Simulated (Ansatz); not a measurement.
The first iterations of a band of BClH$_{4}$Si (7 atoms, charge 0, multiplicity 1).

These are results of Ansatz, RKS PBE0-D4/def2-SVP, not measurements.

```yaml
movable_images: 5
climbing_image: yes
spring: 5.0 eV/Å²
optimiser: quadratic models (default)
start_path: IDPP
force_threshold: 0.05 eV/Å
iteration_limit: 60
end_points: relaxed
```

Initial state:

```xyz
7
Properties=species:S:1:pos:R:3
B -1.019 0.004 -0.691
Si 0.629 -0.108 0.450
Cl 1.792 1.615 0.378
H -1.758 -0.954 -0.719
H -1.311 0.973 -1.348
H 0.246 -0.343 1.878
H 1.481 -1.255 0.007
```

Final state:

```xyz
7
Properties=species:S:1:pos:R:3
B -0.955 0.080 -0.709
Si 0.610 -0.370 0.448
Cl 1.112 1.655 0.703
H -2.023 0.344 -0.212
H -0.804 0.257 -1.894
H 0.351 -0.964 1.791
H 1.771 -1.070 -0.172
```

| iteration | highest image above the first end (eV) | largest band force component (eV/Å) |
| --- | --- | --- |
| 1 | 0.088 | 0.851 |
| 2 | 0.038 | 0.255 |

Question: Does the band converge within its limit, and where does its top end?

Answer: It converged. It ended after 5 iterations with the highest image 0.031 eV above the first end. A vibrational analysis at the climbing image gives one clearly imaginary mode, 113i cm⁻¹: a first-order saddle point.

Time of the run: 33 s on 1 thread of Intel(R) Xeon(R) 6975P-C (Granite Rapids), with other jobs on the host, peak memory 0.14 GiB.
